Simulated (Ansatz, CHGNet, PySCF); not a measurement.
Ladder of methods for the cohesive energy of rock-salt MgO

Reference value: 5.2 eV/atom (measured, static lattice: zero-point vibration energy added, our sources range from 5.19 to 5.27; as tabulated in Mejia-Rodriguez and Trickey (2018), arXiv:1807.09216).

```tsv
level (code)	value (eV/atom)	cell (Å³/atom)	error (eV/atom)
CHGNet 0.3.0	5.09	9.64	-0.11
LDA (Ansatz)	5.84	9.00	+0.64
PBE (PySCF)	4.97 ± 0.04	9.64	-0.23
rVV10 (Ansatz)	5.14	9.61	-0.06
r²SCAN-D4 (Ansatz)	5.32	9.22	+0.12
PBE0 (Ansatz)	4.92	9.28	-0.28
Hartree–Fock (PySCF)	3.68 ± 0.08	9.14	-1.52
```

Leaving aside CHGNet 0.3.0 (doubt noted below): Once the reference is moved by up to 0.07 eV/atom (a margin picked here for doubts on the reference and the settings) and values within 0.03 eV/atom count as equal, the nearest can be rVV10 (-0.06 eV/atom) or r²SCAN-D4 (+0.12 eV/atom). Among them Hartree–Fock (-1.52 eV/atom) misses by most. Within 0.5 eV/atom: PBE, rVV10, r²SCAN-D4, PBE0.

Published values of wave-function and many-body methods: 5.35 eV/atom (published MP2 value, static lattice, plane-wave PAW value quoted in the table; Zhang et al. (2018), doi:10.1088/1367-2630/aaf751).

Free atoms are spin-polarised, in the lowest state found; at levels without +SOC their spin–orbit coupling is left out.  A ± on a computed value is a rough bar: the spread of its extrapolation, a floor set from checks against published values, or a statistical error. CHGNet 0.3.0: free atoms can lie outside what these potentials were trained on. CHGNet 0.3.0: the energies of CHGNet 0.3.0 can hold anion corrections fitted to measured formation enthalpies. Each level is taken at its own relaxed cell. Cutoffs and k meshes differ between the levels. Ansatz's density-functional and Hartree–Fock values are scalar-relativistic unless marked +SOC, with PAW data made under PBE.

Machine-learned potentials (CHGNet 0.3.0) are trained on DFT data: a solid inside that data is no test of them.

Differences are worked out from the printed values.

Ansatz is a first-principles code.
